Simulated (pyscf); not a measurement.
HO–Sb•–OH + H₂O → HO–Sb(OH)–OH + H•, a substitution at O (doublet surface; H–O broken, O–Sb formed). PySCF, gas phase, ωB97X-D3(BJ)/def2-SVP geometries. Energies in eV from the separated reactants.

Small-basis levels: PySCF, no dispersion term, spherical d functions. Open shells are spin-unrestricted. 

Q: Quick B3LYP/LANL2DZ single points give ΔE‡ = 1.36 eV and ΔE = +1.29 eV. What does ωB97M-D3(BJ)/def2-TZVP give, and how far is the quick result from it?

A: ωB97M-D3(BJ)/def2-TZVP gives ΔE‡ = 1.84 eV and ΔE = +1.34 eV. B3LYP/LANL2DZ lies 0.47 eV under it in the barrier and 0.05 eV under it in the reaction energy, so on this step it does not hold to within 0.13 eV. ωB97M-D3(BJ)/def2-TZVP has limits of its own. On the reactant side the descent ends in a bound adduct, 0.44 eV under the separated species and 2.23 eV under the saddle at ωB97X-D3(BJ)/def2-TZVP. This is the saddle that the search found; another between the same sides may lie lower. The angle at the attacked O is 151°. In the def2 sets elements past Kr carry core potentials, without spin-orbit coupling.
